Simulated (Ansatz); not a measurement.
# AlB− (quartet): from Hartree-Fock to the top rungs at distance B1–Al2 = 2.064 Å, aug-cc-pVDZ

The task here is to estimate one member of a computed series from the others.

Program: Ansatz 0.2.0, Gaussian basis. Level of theory: aug-cc-pVDZ, core rule «outside noble gas», up to 6 orbitals frozen. These are calculated values, not measurements.

Plan: UHF; CCSD(T) on ROHF; CCSD(T) on UHF; BCCD(T) on ROHF; CISD; CCSDT(Q) on ROHF; CCSDT(Q) on UHF; CASSCF and MRCISD+Q, 5 electrons in 5 orbitals; CASSCF and NEVPT2, 5 electrons in 5 orbitals; CASSCF and MRCISD+Q, 7 electrons in 8 orbitals; CASSCF and NEVPT2, 7 electrons in 8 orbitals.

20 further runs of the same task are left out: 2 for a mislabelled method, 16 that didn't finish, 2 set aside as unsound or not needed.

### What is computed

The geometry derives from a PBE0/def2-TZVPD stationary point (not a proven minimum). One bond is set to the value named and the two fragments are kept rigid.

2 atoms, charge -1, spin multiplicity 4.

Atoms are counted from 1 here; the program's logs count them from 0.

Bond lengths: B1–Al2 2.064 Å.

The first run:

The input, in.yaml:

```yaml
crystal:
  periodic: [false, false, false]
  atoms:
    - {symbol: B, position_ang: [0.000000, 0.000000, 0.000000]}
    - {symbol: Al, position_ang: [0.000000, 0.000000, 2.064300]}
basis:
  gaussian: {orbitals: aug-cc-pVDZ}
total_charge: -1
magnetization: {spin_polarized: true, initial_magnetization: 3}
hamiltonian: {xc: hf}
output: {orbitals: {seedname: orbitals}}
```

The run is started by

```console
$ ansatz run in.yaml --threads 1 --pin off --events-out ev --progress --plain --max-ram 2393MiB
```

Steps of the session up to this table: UHF; CCSD(T) on ROHF; CCSD(T) on UHF; BCCD(T) on ROHF; CISD; CCSDT(Q) on ROHF; CCSDT(Q) on UHF; CASSCF and MRCISD+Q, 5 electrons in 5 orbitals; CASSCF and NEVPT2, 5 electrons in 5 orbitals; CASSCF and MRCISD+Q, 7 electrons in 8 orbitals; CASSCF and NEVPT2, 7 electrons in 8 orbitals.

One of the session's tables, all rows but one given; the rest of the session is left out.

| method | from RCCSDT(Q) (kcal/mol) |
| --- | --- |
| ROHF | +94.71 |
| UHF | +93.84 |
| RMP2 | +26.25 |
| UMP2 | +26.18 |
| CISD | +11.55 |
| RCCSD | +7.08 |
| UCCSD | ? |
| RCCSD(T) | +1.85 |
| UCCSD(T) | +1.85 |
| BCCD(T) | +1.72 |
| RCCSDT | +0.45 |
| UCCSDT | +0.45 |
| RCCSDT(Q) | 0 |
| UCCSDT(Q) | -0.04 |
| CASSCF valence | +62.18 |
| NEVPT2 valence | +16.83 |
| MRCISD valence | +5.23 |
| MRCISD+Q valence | +0.08 |

Q: Estimate the row for UCCSD from the others.

As computed: from RCCSDT(Q) (kcal/mol): +7.07. In the column «from RCCSDT(Q) (kcal/mol)» it lies between MRCISD valence (+5.23) and RCCSD (+7.08).

Left out of the table: CASSCF pair, NEVPT2 pair, MRCISD pair, MRCISD+Q pair (the active space lost an orbital or holds another state than full CI finds).

Caveats from the session: Restricted and unrestricted rows rest on different reference determinants; where their highest levels disagree by more than a few hundredths of an eV, they describe different states and don't form one ladder. Warnings in the runs' records: passed over end.
